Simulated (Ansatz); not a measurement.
The same path of BFH2 + ClH (6 atoms, charge 0, multiplicity 1) was run 3 times with different band settings. Lost on the way: B1–F2, H5–Cl6. Made: B1–Cl6, F2–H5.

Level of theory: UKS PBE-D4/def2-SVPD (Ansatz).

Relaxed end points:

```xyz
6
Properties=species:S:1:pos:R:3
B -0.249 0.346 -0.858
F 0.820 1.093 -0.528
H -0.049 -0.651 -1.519
H -1.343 0.779 -0.567
H 0.925 -0.412 1.877
Cl -0.105 -1.155 1.594
```

```xyz
6
Properties=species:S:1:pos:R:3
B -0.554 -0.204 -0.446
F 1.206 0.926 0.247
H 0.016 -0.662 -1.404
H -1.273 0.762 -0.455
H 1.226 0.417 1.041
Cl -0.620 -1.238 1.018
```

Common settings: movable images 9; spring 5.0 eV/Å²; force threshold 0.03 eV/Å; iteration limit 60; end points relaxed.

| run | climbing image | optimiser | start path |
| --- | --- | --- | --- |
| 1 | yes | quadratic models (default) | through a guess of the saddle point |
| 2 | yes | quadratic models (default) | straight line |
| 3 | from the first iteration | fire | through a guess of the saddle point |

(1) What does each run give, and how far can it be trusted?

## Answers

(1) Run 1: converged after 10 iterations, highest image 0.630 eV above the first end. A vibrational analysis at the climbing image gives one clearly imaginary mode, 713i cm⁻¹: a first-order saddle point.
Run 2: converged after 9 iterations, highest image 0.630 eV above the first end. Another band between the same ends (9 images) ends at a top of the same energy, where a vibrational analysis finds 1 clearly imaginary mode.
Run 3: converged after 47 iterations, highest image 0.630 eV above the first end. Another band between the same ends (9 images) ends at a top of the same energy, where a vibrational analysis finds 1 clearly imaginary mode.
The orbitals stay closed-shell, which can raise the energy where a bond breaks towards radicals; this wasn't checked here.
